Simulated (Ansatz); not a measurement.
C$_{3}$H$_{3}$F$_{2}$N (`FCC1(F)C=N1`) from Hartree–Fock to CCSD(T)

Z-matrix (Å, degrees):
```
C
C 1 1.491
F 1 1.379 2 110.7
H 1 1.094 2 109.8 3 119.4
H 1 1.092 2 109.6 3 -119.8
C 2 1.422 1 127.2 3 85.9
F 2 1.364 1 111.7 3 -72.8
N 2 1.476 1 120.1 3 148.2
H 6 1.082 2 153.9 1 -84.4
```

Total charge 0; spin multiplicity 1. Geometry: relaxed with PBE0-D4/def2-TZVP. It is one conformer, not always the lowest. Frozen core, restricted reference, Ansatz. CBS rows extrapolate triple and quadruple zeta; past MP2 they add the triple-zeta difference.

```json
{"basis": "def2-TZVPP", "HF (Eh)": "-368.74272", "MP2 corr.": "-1.16594", "CCSD corr.": "-1.18233", "(T)": "-0.04790", "CCSD(T) total": "-369.97295"}
{"basis": "def2-QZVPP", "HF (Eh)": "-368.75879", "MP2 corr.": "-1.25893", "CCSD corr.": "–", "(T)": "–", "CCSD(T) total": "–"}
{"basis": "CBS(def2)", "HF (Eh)": "-368.76100", "MP2 corr.": "-1.32782", "CCSD corr.": "-1.34420", "(T)": "as TZ", "CCSD(T) total": "-370.15310"}
```
